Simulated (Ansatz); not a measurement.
# AlPN (doublet): the correlation ladder at a displaced geometry (v1), cc-pVDZ

Aim: climb from Hartree-Fock through coupled cluster for AlPN (doublet) at one geometry and basis, and see what each rung misses.

Method: cc-pVDZ, core rule «outside noble gas», up to 11 orbitals frozen; program: Ansatz 0.2.0, Gaussian basis.

Plan: UHF; CCSD(T) on ROHF; CCSD(T) on UHF; BCCD(T) on ROHF; CISD; CCSDT(Q) on ROHF; CCSDT(Q) on UHF.

31 further runs of the same task are left out: 10 for a known fault of the program, 8 that didn't finish, 13 set aside as unsound or not needed.

## Step 1: What is computed

The geometry is a PBE0/def2-TZVP stationary point (not a proven minimum) with its atoms shifted at random (size 0.040 Å).

3 atoms, charge 0, spin multiplicity 2.

Atoms are counted from 1 here; the program's logs count them from 0.

Bond lengths: Al1–N3 1.876 Å, P2–N3 1.488 Å. Angles: Al1–N3–P2 175.1°.

## Step 2: UHF

File in.yaml:

```yaml
crystal:
  periodic: [false, false, false]
  atoms:
    - {symbol: Al, position_ang: [-0.015433, -0.009008, 1.745433]}
    - {symbol: P, position_ang: [-0.016266, -0.025151, -1.615541]}
    - {symbol: N, position_ang: [0.031698, 0.034159, -0.129892]}
basis:
  gaussian: {orbitals: cc-pVDZ}
magnetization: {spin_polarized: true, initial_magnetization: 1}
hamiltonian: {xc: hf}
output: {orbitals: {seedname: orbitals}}
```

The run is started by

```
$ ansatz run in.yaml --threads 1 --pin off --events-out ev --progress --plain --max-ram 2393MiB
```

Further steps of the session: CCSD(T) on ROHF; CCSD(T) on UHF; BCCD(T) on ROHF; CISD; CCSDT(Q) on ROHF; CCSDT(Q) on UHF.

Before running them: what should the planned runs give, taken together? Wanted: UCCSDT(Q) below the RHF energy; RMP2 from UCCSDT(Q); UMP2 from UCCSDT(Q); RCCSD from UCCSDT(Q); RCCSD(T) from UCCSDT(Q); UCCSD(T) from UCCSDT(Q); RCCSDT(Q) from UCCSDT(Q); T1 diagnostic.

The runs gave:

| quantity | value |
| --- | --- |
| UCCSDT(Q) below the RHF energy | -9.4134 eV |
| RMP2 from UCCSDT(Q) | +1092.3 meV |
| UMP2 from UCCSDT(Q) | +1153.5 meV |
| RCCSD from UCCSDT(Q) | +463.6 meV |
| RCCSD(T) from UCCSDT(Q) | +70.1 meV |
| UCCSD(T) from UCCSDT(Q) | +72.3 meV |
| RCCSDT(Q) from UCCSDT(Q) | +4.3 meV |
| levels within 1 kcal/mol (43 meV) | RCCSDT(Q) |
| T1 diagnostic | 0.030 |

In words: RCCSD(T) misses by +70.1 meV, 0.7 % of the correlation energy. These misses are within one basis, not against nature; the frozen cores of restricted and unrestricted runs differ, which can shift their rows.
